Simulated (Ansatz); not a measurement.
C₃H₃FS (`C=C1SC1F`), relaxed with RKS PBE-D4/def2-SVP in Ansatz 0.2.0 from a rough embedded geometry. The force threshold is 0.03 eV/Å; the program also tests the step.

The species carries charge 0 and has multiplicity 1.

Start:

```xyz
8

C     1.093   -0.476    0.679
C     0.204    0.177    0.058
S    -0.126    1.718   -0.366
C    -0.943    0.259   -0.684
F    -2.203    0.061   -0.019
H     0.997   -1.602    0.847
H     1.969   -0.028    1.183
H    -0.992   -0.108   -1.697
```

(1) By how much does the energy fall, and how many steps does the optimiser take? (An estimate is asked.)

(2) Which bonds change most? (Best estimate.)

(3) Give the relaxed structure. (Estimate.)

Answers

(1) Computed: 86.13 kJ/mol, in 6 steps.

(2) The calculation gave: S3–C4 from 1.702 to 1.859 Å; C2–S3 from 1.632 to 1.758 Å; C2–C4 from 1.368 to 1.452 Å; C4–F5 from 1.439 to 1.357 Å.

(3) Ansatz gave: 
```xyz
8

C     1.130   -0.524    0.744
C     0.252    0.219    0.059
S    -0.143    1.862   -0.428
C    -0.998    0.230   -0.680
F    -2.167    0.006   -0.030
H     0.976   -1.610    0.838
H     2.009   -0.073    1.228
H    -1.059   -0.111   -1.732
```
